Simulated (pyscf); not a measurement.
Optimised with ωB97X-D3(BJ)/def2-SVP in PySCF. Correlated levels are frozen-core, on RHF or UHF. ΔMP2 is the change of the MP2 total energy from the triple- to the quadruple-zeta basis.

SMILES: BrC=[C]
```xyz
4

C      1.5683     0.1649    -0.6924
C      0.5603    -0.2247     0.0509
Br     1.0406    -0.5076     1.8523
H     -0.4731    -0.3888    -0.2703
```
Charge 0, spin multiplicity 1.

Q: How much does it cost (ΔH, 298 K, CCSD(T)/def2-TZVPP + ΔMP2(QZVPP)) to split :C=CH–Br [singlet] at its Br–C bond into •C≡CH + Br•?

A: Br–C to •C≡CH + Br•: 56.5 kcal/mol. The radicals are drawn with the spin at the cut bond; how far it spreads was not checked. :C=CH–Br [singlet] lies 42.8 kcal/mol over its isomer HC≡C–Br, and others may lie lower still (electronic energy, ωB97M-D3(BJ)). The CCSD(T) − MP2 part came from Ansatz, without density fitting, on the same reference. An open-shell T1 diagnostic exceeds 0.045. A UHF reference is spin-contaminated (<S²> up to 1.15), which harms MP2 most. The frozen core leaves the outer d or s,p core shells of the metals and heavy elements correlated in the MP2 and CC values, and def2-TZVPP describes them poorly, which can shift differences by a few kcal/mol. Left out: the spin-orbit lowering of Br, which is large for Br, Se, Te and I. C₂H has a Π state close over its Σ ground state, and the state reached was not checked. Elements up to Kr have no core potential and no relativistic terms here.
